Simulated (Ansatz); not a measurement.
Gas-phase electronic energies from Ansatz, PBE0-D4/def2-TZVP geometries. CCSD(T)/CBS adds triple-zeta CCSD(T) − MP2 to the extrapolated MP2 energy (def2 sets, frozen cores). This one scheme is used for every species, atoms too. For atomizations the MP2-based limit and the directly extrapolated one differ by several kJ/mol either way, and by 10 to 25 for some Ge, Se and Sn compounds, so smaller differences from it don't rank the levels. DFT in def2-TZVPP. Open shells (•) are unrestricted, without spin–orbit coupling. Spin–orbit coupling would lower the free atoms: a little for C, O.

Reaction (atomization): `C1COCN1` → 3 C• + 7 H• + N• + O•

What is ΔE at CCSD(T)/CBS? (Best estimate.)

The calculation gave: +1127.9 kcal/mol.

What do these levels give: BLYP-D4, r2SCAN-D4, ωB97M-V, PBE, BLYP, r2SCANh, r2SCAN0, SCS-MP2/def2-TZVPP, CCSD/def2-TZVPP, HF/def2-QZVPP, MP2/def2-QZVPP, MP2/CBS(def2)? (An estimate is asked.)

The calculation gave: BLYP-D4 1129.9, r2SCAN-D4 1129.1, ωB97M-V 1133.7, PBE 1157.1, BLYP 1118.4, r2SCANh 1120.5, r2SCAN0 1109.9, SCS-MP2/def2-TZVPP 1113.0, CCSD/def2-TZVPP 1080.2, HF/def2-QZVPP 796.3, MP2/def2-QZVPP 1135.3, MP2/CBS(def2) 1147.5 kcal/mol.

Largest T1 diagnostic among the species: 0.010.

From r2SCAN to r2SCAN0 (25 % exact exchange), in def2-TZVPP and without D4, ΔE moves by −18.0 kcal/mol: exact exchange takes away binding that semilocal exchange gives to molecules. The D4 term adds +8.0 kcal/mol with B3LYP and +4.1 kcal/mol with PBE0; it sums over pairs of atoms, weighted by their polarisabilities, and B3LYP, whose exchange is more repulsive, gets the larger term. In def2-TZVPP, CCSD(T) changes the Hartree–Fock value by +303.2 kcal/mol (the triples alone add +17.8 kcal/mol) and MP2 by +322.8 kcal/mol; breaking electron pairs costs correlation energy, which Hartree–Fock lacks.

B3LYP here is the variant with VWN-RPA as its local correlation; programs differ in this.
